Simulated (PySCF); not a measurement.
Estimate the missing entries of this data sheet.

Compound: C3H9OP.
InChI=1S/C3H9OP/c1-5(2,3)4/h1-3H3

| property | level | value |
| --- | --- | --- |
| rotational constants A, B, C | PBE0-D3(BJ)/def2-SVP | ? |
| dipole moment | PBE0/def2-SVPD | 4.57 D |
| HOMO energy | PBE0/def2-SVPD | -7.50 eV |
| LUMO energy | PBE0/def2-SVPD | ? |
| lowest singlet excitation | TDDFT PBE0/def2-SVPD | ? |
| static isotropic polarisability | PBE0/def2-SVPD | 64.9 au |
| electronic spatial extent ⟨r²⟩ about the centre of nuclear charge | PBE0/def2-SVPD | 549 bohr² |

The electronic properties come from PySCF, for the isolated species, density fitting. Isolated species at its PBE0-D3(BJ)/def2-SVP geometry, gas phase.

(1) The rotational constants A, B, C?

(2) The LUMO energy?

(3) What is the lowest singlet excitation?

Answers

(1) 3.714, 3.709, 3.567 GHz.

(2) 0.31 eV.

(3) 6.77 eV (183 nm, f = 0.066 summed over 2 states within 0.01 eV).

The dipole equals about 15.2 × 10⁻³⁰ C·m (1 D = 3.33564 × 10⁻³⁰ C·m). The principal polarisabilities are 62.8, 66.0 and 66.1 au; their mean is the isotropic value. In wavenumbers S1 is 54600 cm⁻¹ (1 eV = 8065.54 cm⁻¹). The rotational constants are those of a nearly oblate symmetric top.
